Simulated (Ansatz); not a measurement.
Geometry optimisation, RKS CAM-B3LYP/def2-SVP in Ansatz.

The input (input.yaml):

```yaml
crystal:
  periodic: [false, false, false]
  atoms:
    - { symbol: Si, position_ang: [0.0, 0.0, 0.0] }
    - { symbol: H, position_ang: [0.8854, 0.0, 1.4041] }
    - { symbol: F, position_ang: [1.7331, 0.0, 0.448] }
    - { symbol: F, position_ang: [-0.7489, 1.2974, -0.5295] }
    - { symbol: H, position_ang: [-0.6877, -1.1914, -0.4862] }
basis:
  gaussian: { orbitals: def2-SVP }
hamiltonian:
  xc: cam_b3lyp
relax:
  f_tol: 0.15
  max_steps: 25
  restrain:
    - { distance: [1, 2], at: 0.92, k: 30.0 }
    - { distance: [0, 1], at: 2.66, k: 30.0 }
    - { distance: [0, 2], at: 2.79, k: 30.0 }
```

Run as:

```bash
$ ansatz run input.yaml --threads 1 --pin off --max-ram 2048MiB --backend cpu --events-out ev --progress --plain --runs-dir out
```

Problem. Where does it end, and by what steps?

Solution. It converged. The restraints hold the end off the free minimum. After 8 steps the energy has fallen by 1.157 eV (the restraints' own energy left out); Si1 moved furthest, 0.80 Å. Parted: Si1–F3 (1.79 → 2.78 Å). Joined: H2–F3 (1.28 → 0.93 Å).

```
step  energy less start (eV)  largest force component (eV/Å)  accepted
   0                  0.0000                           5.920       yes
   1                  1.2985                           7.913       yes
   2                  1.6899                           8.017       yes
   3                  0.5072                           6.051       yes
   4                 -0.6298                           2.555       yes
   5                 -1.0923                           0.949       yes
   6                 -1.1226                           0.685       yes
   7                 -1.1557                           0.309       yes
   8                 -1.1574                           0.265       yes
```

```xyz
5
Properties=species:S:1:pos:R:3
Si -0.776 -0.025 0.191
H 1.500 0.104 1.567
F 1.940 -0.094 0.777
F -0.790 1.250 -0.828
H -0.692 -1.130 -0.870
```

The run took 13 s on 1 thread of Arm Neoverse V1 (shared host), peak memory 0.11 GiB.
